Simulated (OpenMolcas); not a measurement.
# BH3S (SMILES BS): methods side by side

The species is BH3S (5 atoms), meant as a singlet with charge 0. SMILES: `BS`. The shape is that of a PBE0-D4/def2-TZVP optimisation.

| atom | x (Å) | y (Å) | z (Å) |
| --- | --- | --- | --- |
| B | -0.3921 | -0.4210 | 0.0881 |
| S | 0.1617 | 1.2369 | -0.1543 |
| H | -1.5629 | -0.5564 | 0.2642 |
| H | 0.3671 | -1.3376 | 0.0742 |
| H | 1.4761 | 1.0044 | -0.3136 |

Quantity: the energy change with the B1–S2 bond stretched from 1.765 to 2.647 Å, in eV. The values are calculated.

```json
{"level": "HF/STO-3G (restricted)", "kind": "Hartree–Fock", "program": "OpenMolcas", "value (eV)": "5.07", "less FCI/STO-3G": "+0.88"}
{"level": "SVWN5/STO-3G (restricted)", "kind": "LDA", "program": "OpenMolcas", "value (eV)": "4.67", "less FCI/STO-3G": "+0.48"}
{"level": "r2SCAN/STO-3G (restricted)", "kind": "meta-GGA", "program": "OpenMolcas", "value (eV)": "4.54", "less FCI/STO-3G": "+0.35"}
{"level": "M06-2X/STO-3G (restricted)", "kind": "hybrid meta-GGA", "program": "OpenMolcas", "value (eV)": "4.74", "less FCI/STO-3G": "+0.55"}
{"level": "PBE0/STO-3G (restricted)", "kind": "global hybrid", "program": "OpenMolcas", "value (eV)": "4.72", "less FCI/STO-3G": "+0.53"}
{"level": "B2PLYP/STO-3G (restricted)", "kind": "double hybrid", "program": "OpenMolcas", "value (eV)": "4.55", "less FCI/STO-3G": "+0.36"}
{"level": "MP2/STO-3G (restricted)", "kind": "perturbation theory", "program": "OpenMolcas", "value (eV)": "4.68", "less FCI/STO-3G": "+0.49"}
{"level": "ACPF/STO-3G (restricted)", "kind": "coupled cluster or CI", "program": "OpenMolcas", "value (eV)": "4.01", "less FCI/STO-3G": "-0.18"}
{"level": "FCI/STO-3G", "kind": "exact in the basis", "program": "OpenMolcas", "value (eV)": "4.19", "less FCI/STO-3G": "0.00"}
```

FCI/STO-3G is exact within its basis and frozen core, so for wave-function methods in that basis the difference is their error; functionals converge differently with the basis, so for them it is only a difference. Spin-restricted single references rise too steeply as a bond breaks, Hartree–Fock most of all. Perturbation and coupled-cluster corrections on them can overshoot downwards. The first shape isn't each level's own minimum. The values span 4.01 to 5.07 eV. All rows use very small basis sets, so even the best lies far from the true value.
